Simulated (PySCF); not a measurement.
Isomers of C3H5F2N, one GFN2-xTB conformer each. Single-point energies are computed at PBE0/pcSseg-1 (PySCF, gas phase, no added dispersion term), electronic only.

**Question.** Rank them by PBE0/pcSseg-1 energy, lowest first (kJ/mol).
A. `[F:1][CH:2]([F:3])[C@@H:4]1[CH2:5][NH:6]1` with F1–C2–C4–C5 -73°
B. `[H]/[N:3]=[C:2](/[CH3:1])[CH:4]([F:5])[F:6]` with C1–C2–C4–F5 168°

**Answer.** B (0.0), A (61.3).

As drawn, the lower has a C=N bond, which the higher lacks; the higher has a three-membered ring, which the lower lacks. GFN2-xTB itself gives, in the same order: 0.0, 13.0. Both levels put the same isomer lowest.

**Question.** Which frontier levels, dipoles and rotational constants go with these structures?

**Answer.** 
| SMILES | HOMO (eV, PBE0/pcSseg-1) | LUMO (eV) | dipole (D) | A, B, C (MHz) |
| --- | --- | --- | --- | --- |
| [H]/N=C(/C)C(F)F | -7.79 | -0.54 | 1.77 | 5112, 3262, 2132 |
| FC(F)[C@@H]1CN1 | -7.65 | 1.11 | 2.74 | 6982, 2634, 2076 |
